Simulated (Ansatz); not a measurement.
Which is lower?

Two isomers of CH4B2, closed shell, relaxed at PBE0-D4/def2-TZVP (vibrations not checked).

A:

B1  (0.158, 0.262, -0.036)
B2  (-0.094, 1.324, -1.102)
C3  (0.390, -0.734, 1.086)
H4  (0.127, -0.159, 1.991)
H5  (-0.295, 2.142, -1.923)
H6  (1.429, -1.048, 1.220)
H7  (-0.271, -1.604, 1.079)
(Å)

B:

```xyz
7
angstrom
B -0.8749 0.0467 -0.0013
C 0.2091 -0.1487 -0.9178
B 0.7881 0.0149 0.3827
H -2.0352 0.1425 0.2222
H 0.4445 -0.3160 -1.9514
H -0.2671 0.1902 1.1729
H 1.7357 0.0704 1.0927
```

Ansatz 0.2.0; basis: def2-TZVPP; cores frozen in the correlated methods. B3LYP uses VWN-RPA correlation.

Task: Which structure is lower at CCSD(T), and by how much? (To be estimated.)

Result: By the calculation: B, by 63.49 kcal/mol (electronic energy, against the other). By their contacts, A is CH₄B₂ ([BH][B][CH3]) and B is CH₄B₂ ([H]1[BH]2[CH][BH]12).

All methods give the same order:

| method | E(B) − E(A) (kcal/mol) |
| --- | --- |
| PBE-D4 | -68.09 |
| r2SCAN-D4 | -69.00 |
| PBE0-D4 | -67.89 |
| B3LYP-D4 | -63.38 |
| wB97M-V | -66.19 |
| HF | -55.85 |
| MP2 | -70.44 |
| CCSD | -61.93 |
| CCSD(T) | -63.49 |

No T1 diagnostic of these runs exceeds 0.013. The restricted Hartree–Fock reference is unstable towards an unrestricted one at one or more of these structures.

Labels in which every atom is bracketed show which atoms are joined, not bond orders.
